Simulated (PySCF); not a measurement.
NO₂, doublet: cost against accuracy

Geometry (MP2(full)/6-31G*, from the G2/97 set):

```xyz
3

N     0.0000    0.0000    0.3322
O     0.0000    1.1181   -0.1454
O     0.0000   -1.1181   -0.1454
```

Measured, as an electronic atomization energy: 951.4 kJ/mol (G2/97 heats of formation of molecule and atoms, with zero-point and thermal terms from B3LYP taken off; Curtiss et al., J. Chem. Phys. 106, 1063 (1997), Staroverov et al., J. Chem. Phys. 119, 12129 (2003)). The measured value holds scalar relativity and spin–orbit coupling, which all computed ones lack, and core correlation, which the wave-function levels lack. Atoms are taken at the same level, with ROHF references for molecule and atoms in the R rows. PySCF 2.14.0; the 6-31G* set has Cartesian d functions; a miss is computed less measured; times are wall times on shared hosts and scatter by a factor of two or so; they hold the correlated step alone (with one SCF for RCCSD(T)), and functionals start from a converged Hartree–Fock density. B3LYP has the VWN-RPA form, and B2PLYP's MP2 part freezes the cores. A small miss in a small set is a cancellation of the method's error against the basis error.

| level | basis | miss (kJ/mol) | time of the run | hardware |
| --- | --- | --- | --- | --- |
| RCCSD(T) | STO-3G | -482.1 | 0.17 s | 1 CPU thread |
| UHF | cc-pVDZ | -776.4 | 0.75 s | 1 CPU thread |
| RCCSD(T) | 6-31G | -404.9 | 0.81 s | 1 CPU thread |
| UHF | 6-31G* | -769.7 | 0.86 s | 1 CPU thread |
| RCCSDT | STO-3G | -477.0 | 1 s | 1 CPU thread |
| full CI | STO-3G | -474.5 | 1.1 s | 1 CPU thread |
| PBE0 | cc-pVDZ | 3.9 | 3.2 s | 1 CPU thread |
| PBE | 6-31G* | 175.8 | 3.2 s | 1 CPU thread |
| PBE0 | 6-31G* | 7.6 | 3.2 s | 1 CPU thread |
| revPBE | 6-31G* | 104.7 | 3.2 s | 1 CPU thread |
| B3LYP | cc-pVDZ | 8.7 | 3.4 s | 1 CPU thread |
| B3LYP | 6-31G* | 9.5 | 3.4 s | 1 CPU thread |
| B2PLYP | cc-pVDZ | -27.2 | 3.5 s | 1 CPU thread |
| B2PLYP | 6-31G* | -22.7 | 3.6 s | 1 CPU thread |
| RCCSD(T) | cc-pVDZ | -147.1 | 4.8 s | 1 CPU thread |
| UCCSD(T) | cc-pVDZ | -148.3 | 4.9 s | 1 CPU thread |
| SPW92 | cc-pVTZ | 398.9 | 5.4 s | 1 CPU thread |
| r2SCAN | cc-pVDZ | 31.5 | 6 s | 1 CPU thread |
| RCCSD(T) | 6-31G* | -141.5 | 6.5 s | 1 CPU thread |
| UCCSD(T) | 6-31G* | -142.8 | 6.6 s | 1 CPU thread |
| r2SCAN | 6-31G* | 33.2 | 6.7 s | 1 CPU thread |
| revPBE | cc-pVTZ | 107.4 | 8.1 s | 1 CPU thread |
| BLYP | cc-pVTZ | 116.2 | 8.1 s | 1 CPU thread |
| B3LYP | cc-pVTZ | 16.9 | 9 s | 1 CPU thread |
| PBE0 | cc-pVTZ | 18.0 | 9.4 s | 1 CPU thread |
| BHLYP | cc-pVTZ | -174.6 | 9.5 s | 1 CPU thread |
| B2PLYP | cc-pVTZ | 9.7 | 11 s | 1 CPU thread |
| UHF | cc-pVTZ | -743.8 | 11 s | 1 CPU thread |
| CAM-B3LYP | cc-pVTZ | 7.5 | 14 s | 1 CPU thread |
| wB97M-V | cc-pVDZ | -4.3 | 15 s | 1 CPU thread |
| HSE06 | cc-pVTZ | 11.6 | 15 s | 1 CPU thread |
| wB97M-V | 6-31G* | -2.6 | 16 s | 1 CPU thread |
| r2SCAN | cc-pVTZ | 43.8 | 19 s | 1 CPU thread |
| wB97X-V | cc-pVTZ | 18.0 | 23 s | 1 CPU thread |
| B97M-V | cc-pVTZ | 16.4 | 27 s | 1 CPU thread |
| wB97M-V | cc-pVTZ | 2.2 | 35 s | 1 CPU thread |
| RCCSDT | 6-31G | -405.4 | 1.8 min | 1 CPU thread |
| RCCSD(T) | cc-pVTZ | -65.2 | 2.1 min | 1 CPU thread |
| UCCSD(T) | cc-pVTZ | -67.0 | 2.2 min | 1 CPU thread |
| RCCSDT | cc-pVDZ | -147.2 | 21 min | 1 CPU thread |

HF's time is that of a plain UHF run.

Some unrestricted rows aren't spin-pure. Their determinants' ⟨S²⟩ reaches 0.97 in the UHF rows, against 0.75 for a pure state.

The smallest set from which on each level stays within 1 kcal/mol of its own cc-pVQZ value (sets in order of size: STO-3G, 6-31G, cc-pVDZ, 6-31G*, cc-pVTZ, cc-pVQZ): UHF none (cc-pVTZ is 1.0 kcal/mol off).
